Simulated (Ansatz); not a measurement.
# SiCO+ (quartet): from Hartree-Fock to the top rungs, def2-TZVPP

An exercise on one series of results from a longer session: the logs are not shown, and one member is left open.

Computed with Ansatz 0.2.0, Gaussian basis. Level: def2-TZVPP, core rule «outside noble gas», up to 7 orbitals frozen.

To be run: UHF; ROHF; CCSD(T) on UHF.

2 further runs of the same task are left out: 2 set aside as unsound or not needed.

## What is computed

The geometry is a PBE0/def2-TZVP stationary point (not a proven minimum) of the parent state, kept for this charge and spin.

3 atoms, charge 1, spin multiplicity 4.

Atoms are counted from 1 here; the program's logs count them from 0.

Bond lengths: O1–C2 1.153 Å, C2–Si3 1.807 Å. Angles: O1–C2–Si3 180.0°.

The first run:

in.yaml

```yaml
crystal:
  periodic: [false, false, false]
  atoms:
    - {symbol: O, position_ang: [0.000000, 0.000000, -1.370973]}
    - {symbol: C, position_ang: [0.000000, 0.000000, -0.218248]}
    - {symbol: Si, position_ang: [0.000000, 0.000000, 1.589221]}
basis:
  gaussian: {orbitals: def2-TZVPP}
total_charge: 1
magnetization: {spin_polarized: true, initial_magnetization: 3}
hamiltonian: {xc: hf}
output: {orbitals: {seedname: orbitals}}
```

The run is started by

```sh
ansatz run in.yaml --threads 1 --pin off --events-out ev --progress --plain --max-ram 4096MiB --backend cpu
```

Among the steps run: UHF; ROHF; CCSD(T) on UHF.

One of the session's tables, all rows but one given; the rest of the session is left out.

| method | from UCCSD(T) (kcal/mol) |
| --- | --- |
| ROHF | +273.76 |
| UHF | +271.74 |
| UMP2 | ? |
| UCCSD | +13.95 |
| UCCSD(T) | 0 |

Q: Estimate the row for UMP2 from the others.

The run gave: from UCCSD(T) (kcal/mol): +19.97. In the column «from UCCSD(T) (kcal/mol)» it lies between UCCSD (+13.95) and UHF (+271.74).
